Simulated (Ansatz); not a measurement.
Reaction (SMILES): B(F)(F)F → F[B]F + F atom
B3LYP-D3(BJ)/def2-TZVP geometries, fixed; electronic energies without zero-point terms.

Basis-set convergence of the bond dissociation energy at HF with Ansatz (a first-principles code). Cartesian d functions, on some or all atoms, in 6-31+G*; all else is spherical. Open shells are unrestricted. No added dispersion term, no relativity. Functions are those of the species that has most. Reference: the value in pcseg-4, 133.19 kcal/mol, itself unsure by roughly 0.17 kcal/mol (its mean distance from aug-pcseg-3, aug-cc-pVQZ, cc-pV5Z).

| basis | functions | bond dissociation energy (kcal/mol) |
|---|---|---|
| 6-31G | 36 | ? |
| def2-SVP | 56 | 135.62 |
| 6-31+G* | 76 | 131.80 |
| aug-cc-pVDZ | 92 | ? |
| aug-pcseg-1 | 92 | ? |
| 6-311++G(2d,2p) | 108 | ? |
| cc-pVQZ | 220 | 133.22 |
| def2-QZVPP | 228 | 133.05 |
| cc-pV5Z | 364 | 133.09 |

**Question.** What belongs in the gaps?

**Answer.** 
- 6-31G, bond dissociation energy (kcal/mol): 115.19
- aug-cc-pVDZ, bond dissociation energy (kcal/mol): 129.73
- aug-pcseg-1, bond dissociation energy (kcal/mol): 132.93
- 6-311++G(2d,2p), bond dissociation energy (kcal/mol): 131.66
